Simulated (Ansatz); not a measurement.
Ideal-gas functions of CH3 (`[CH3]`) radical at 400 K and 1 bar, from an Ansatz frequency run at PBE0-D4/def2-TZVP.

Molar mass 15.03 g/mol, point group D3h (symmetry number 6), electronic degeneracy 2, moments of inertia 1.764, 1.764, 3.528 u Å². Harmonic wavenumbers (cm⁻¹, unscaled): 526, 1400, 1400, 3128, 3311, 3311.

Use S(trans) = R[1.5 ln M + 2.5 ln T − 1.1517]; rotational temperatures θ = 24.2544 K / I; S(rot) = R[ln(√π/σ · √(T³/θAθBθC)) + 1.5]; for each mode x = 1.438777 ν̃/T, S = R[x/(eˣ − 1) − ln(1 − e⁻ˣ)] and H = RT x/(eˣ − 1); 1 cm⁻¹ = 0.0119627 kJ/mol; R = 8.31446 J/(mol·K).

**Question.** By hand: the entropy, in J/(mol·K).

**Answer.** Translation 148.8. Rotation: θ = 13.7497, 13.7497, 6.8748 K, giving 47.2. Vibration, mode by mode: 4.15, 0.33, 0.33, 0.00, 0.00, 0.00, in all 4.8. Electronic 5.8. Sum 206.6 J/(mol·K).

**Question.** By hand: H − E and G − E in kJ/mol, counted from the electronic energy.

**Answer.** Zero-point energy ½ × 13076 × 0.0119627 = 78.2; thermal vibration 1.3; translation, rotation and pV give 4 RT = 13.3. H − E = 92.8 kJ/mol, and G − E = 92.8 − 400 × 206.6/1000 = 10.2 kJ/mol.

Vibration gives 2 % of the entropy.
